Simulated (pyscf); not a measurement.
Homolytic dissociation enthalpies at 298 K of Ge–H, H–Si bonds in 8 gas-phase molecules, in kcal/mol. Structures and frequencies: ωB97X-D3(BJ)/def2-SVP in PySCF. MP2 and CC: frozen core, UHF for open shells. ΔMP2 is the change of the MP2 total energy from the triple- to the quadruple-zeta basis. Both columns use the same structures and thermal terms. Rows were drawn at random from the closed-shell molecules with such a bond whose radicals are computed, keep their shape and have no isomer in the data more than 5 kcal/mol lower.

| row | molecule | radicals | PBE/def2-TZVP | CCSD(T)/def2-TZVPP + ΔMP2(QZVPP) |
|---|---|---|---|---|
| 1 | H₂N–SiH(Cl)–Cl | H₂N–Si•(Cl)–Cl + H• | 84.5 | 93.0 |
| 2 | HO–GeH₃ | HO–GeH₂• + H• | 78.1 | 85.5 |
| 3 | F–SiH₃ | F–SiH₂• + H• | 87.4 | 94.3 |
| 4 | H₂N–GeH₃ | H₂N–GeH₂• + H• | 75.8 | ? |
| 5 | H₃C–SiH(Cl)–Cl | H₃C–Si•(Cl)–Cl + H• | 85.1 | 93.1 |
| 6 | F–GeH(F)–F | F–Ge•(F)–F + H• | 79.4 | 90.0 |
| 7 | GeH₄ | GeH₃• + H• | 81.3 | 86.1 |
| 8 | H₃Ge–SeH | •H₂Ge–SeH + H• | 75.7 | 82.9 |

Question: Fit a line that carries the PBE values to the last column and predict row 4.

Answer: In the 7 complete rows the last column lies 4.8 to 10.6 kcal/mol from PBE (mean 7.6, median 7.4). Least squares gives y = 10.1 + 0.97·x with residuals of 1.6 kcal/mol (root mean square). For row 4: 10.1 + 0.97 × 75.8 = 83.6 kcal/mol. The computed value is 83.5 kcal/mol, 0.1 under the line. The CCSD(T) − MP2 part came from Ansatz, without density fitting, on the same reference. The frozen core leaves the outer d or s,p core shells of the metals and heavy elements correlated in the MP2 and CC values, and def2-TZVPP describes them poorly, which can shift differences by a few kcal/mol. Elements up to Kr have no core potential and no relativistic terms here.
